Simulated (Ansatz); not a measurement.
A calculation with Ansatz (development build ahead of 0.2.0).

```yaml
crystal:
  periodic: [false, false, false]
  atoms:
    - { symbol: C, position_ang: [0.0, 0.0, 0.61808] }
    - { symbol: C, position_ang: [0.0, 0.0, -0.61808] }
    - { symbol: H, position_ang: [0.0, 0.0, -1.68399] }
    - { symbol: H, position_ang: [0.0, 0.0, 1.68399] }
basis:
  gaussian: { orbitals: cc-pVTZ }
hamiltonian:
  xc: hf
correlation:
  method: mp2
  frozen_orbitals: { C: 1, H: 0 }
output:
  forces: true
```

The input is written out in the form of the current development build from the run's settings.

Output:

```json
{
  "Converged": "yes",
  "Reference energy": "-76.84393 hartree",
  "Correlation energy": "-0.31419 hartree",
  "Total energy": "-77.15812 hartree",
  "Spin squared of the determinant": "0.000",
  "Stability test": "minimum among restricted orbitals",
  "Occupied orbitals by symmetry in an Abelian subgroup (alpha; beta)": "3 Ag 2 B1u 1 B2u 1 B3u; 3 Ag 2 B1u 1 B2u 1 B3u"
}
```

Forces (eV/Å):
```json
{"atom": "C1", "Fx": "0.000", "Fy": "0.000", "Fz": "-2.096"}
{"atom": "C2", "Fx": "0.000", "Fy": "0.000", "Fz": "2.096"}
{"atom": "H3", "Fx": "0.000", "Fy": "0.000", "Fz": "0.157"}
{"atom": "H4", "Fx": "0.000", "Fy": "0.000", "Fz": "-0.157"}
```
